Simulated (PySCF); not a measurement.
**Stretching SH⁻**

Set-up: H aug-pcseg-1, S aug-pcseg-1; no relativity (PySCF 2.14). Energies in eV from H + S⁻ in their ground configurations at the same level. State: ¹Σ⁺ (singlet), closed shell.

```json
{"R (Å)": "1.167", "B3LYP": "-3.213", "BLYP": "-3.129", "PBE0": "-3.214"}
{"R (Å)": "1.221", "B3LYP": "-3.566", "BLYP": "-3.494", "PBE0": "-3.567"}
{"R (Å)": "1.276", "B3LYP": "-3.771", "BLYP": "-3.712", "PBE0": "-3.769"}
{"R (Å)": "1.316", "B3LYP": "-3.849", "BLYP": "-3.801", "PBE0": "-3.844"}
{"R (Å)": "1.357", "B3LYP": "-3.875", "BLYP": "-3.839", "PBE0": "-3.866"}
{"R (Å)": "1.398", "B3LYP": "-3.860", "BLYP": "-3.835", "PBE0": "-3.846"}
{"R (Å)": "1.452", "B3LYP": "-3.789", "BLYP": "-3.780", "PBE0": "-3.767"}
{"R (Å)": "1.520", "B3LYP": "-3.640", "BLYP": "-3.652", "PBE0": "-3.606"}
{"R (Å)": "1.601", "B3LYP": "-3.404", "BLYP": "-3.440", "PBE0": "-3.353"}
{"R (Å)": "1.710", "B3LYP": "-3.035", "BLYP": "-3.104", "PBE0": "-2.961"}
```

Question: Put a parabola through the three lowest points of the B3LYP curve and estimate Re, k and ωe (reduced mass 0.977 u; 1 eV/Å² = 0.16022 mdyn/Å; ωe = 1302.8·√(k/μ) cm⁻¹).

Answer: Through R = 1.316, 1.357, 1.398 Å the second-order coefficient is 12.2 eV/Å², so Re ≈ 1.362 Å, k ≈ 3.91 mdyn/Å and ωe ≈ 2605 cm⁻¹. A polynomial fit of higher order to the unrounded B3LYP energies gives Re = 1.361 Å, k = 3.93 mdyn/Å, ωe = 2612 cm⁻¹; anharmonicity and rounding make the difference.

The higher-order fit for each curve: B3LYP: Re = 1.361 Å, ωe = 2612 cm⁻¹, De = 3.88 eV; BLYP: Re = 1.373 Å, ωe = 2518 cm⁻¹, De = 3.84 eV; PBE0: Re = 1.356 Å, ωe = 2674 cm⁻¹, De = 3.87 eV.

For an ion De counts to the pair picked by the measured ionisation energies or electron affinities, which need not be the lowest pair at this level. The highest Kohn–Sham level is positive in this anion. Much of that is self-interaction error, but it also means that the finite basis helps to hold the extra electron.
